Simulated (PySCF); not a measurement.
# SOF₄: fields on a plane

Method: PySCF, PBE0, basis S def2-SVP, O def2-SVP, F def2-SVP (no relativity, density fitting).

The singlet minimum has S–F 1.579 Å (×2), S–F 1.613 Å (×2), S–O 1.430 Å; F–S–F 85.8° (×4), F–S–F 110.5°, F–S–F 165.1°, F–S–O 97.5° (×2), F–S–O 124.7° (×2).

The plane holds S1 at (0.00, 0.00), O2 at (1.43, 0.00), F3 at (-0.90, 1.30), F5 at (-0.90, -1.30) Å. Columns run from x = -2.85 to 3.75 Å, rows from y = 3.45 (top) to -3.15 Å, in steps of 0.3 Å. Other isomers or separated fragments may lie lower.

Give the lowest empty orbital (Å^-3/2) at -1.80 eV (cut at ±0.3; overall sign arbitrary). Every second row and column.


```
 0.00  0.00  0.00  0.00  0.00  0.00  0.00  0.00  0.00  0.00  0.00  0.00
 0.00  0.01  0.02  0.03  0.02  0.01  0.00  0.00  0.00  0.00  0.00  0.00
 0.00  0.02  0.09  0.13  0.06  0.02  0.01  0.01  0.00  0.00  0.00  0.00
 0.01  0.04  0.14  0.30 -0.02  0.01  0.03  0.01  0.01  0.01  0.00  0.00
 0.01  0.03  0.01 -0.30 -0.30  0.12  0.06  0.00  0.03  0.03  0.01  0.00
 0.01  0.03  0.03  0.07  0.30  0.30 -0.04 -0.15  0.14  0.07  0.02  0.00
 0.01  0.03  0.06  0.26  0.30 -0.29 -0.16 -0.30  0.26  0.09  0.02  0.00
 0.01  0.02 -0.01 -0.30  0.03  0.28  0.05 -0.04  0.06  0.05  0.01  0.00
 0.01  0.03  0.09  0.30 -0.30  0.03  0.04  0.01  0.02  0.01  0.00  0.00
 0.00  0.03  0.12  0.27  0.07  0.02  0.02  0.01  0.01  0.00  0.00  0.00
 0.00  0.01  0.05  0.07  0.04  0.02  0.01  0.00  0.00  0.00  0.00  0.00
 0.00  0.00  0.01  0.01  0.01  0.00  0.00  0.00  0.00  0.00  0.00  0.00
```

Give the electron density (e/Å³) (cut at 5 e/Å³). Every second row and column.


```
0.00 0.00 0.00 0.00 0.00 0.00 0.00 0.00 0.00 0.00 0.00 0.00
0.00 0.00 0.00 0.01 0.01 0.00 0.00 0.00 0.00 0.00 0.00 0.00
0.00 0.00 0.05 0.21 0.14 0.02 0.00 0.00 0.00 0.00 0.00 0.00
0.00 0.02 0.46 5.00 2.45 0.13 0.02 0.01 0.01 0.00 0.00 0.00
0.00 0.03 0.67 5.00 3.39 0.40 0.19 0.20 0.10 0.02 0.00 0.00
0.00 0.01 0.12 0.65 1.34 1.96 1.46 3.50 1.15 0.07 0.00 0.00
0.00 0.00 0.05 0.35 1.94 5.00 2.38 5.00 2.30 0.10 0.00 0.00
0.00 0.02 0.31 2.53 1.87 0.81 0.57 0.89 0.36 0.04 0.00 0.00
0.00 0.03 0.79 5.00 4.52 0.22 0.06 0.05 0.03 0.00 0.00 0.00
0.00 0.01 0.17 1.21 0.65 0.07 0.01 0.00 0.00 0.00 0.00 0.00
0.00 0.00 0.01 0.04 0.03 0.01 0.00 0.00 0.00 0.00 0.00 0.00
0.00 0.00 0.00 0.00 0.00 0.00 0.00 0.00 0.00 0.00 0.00 0.00
```
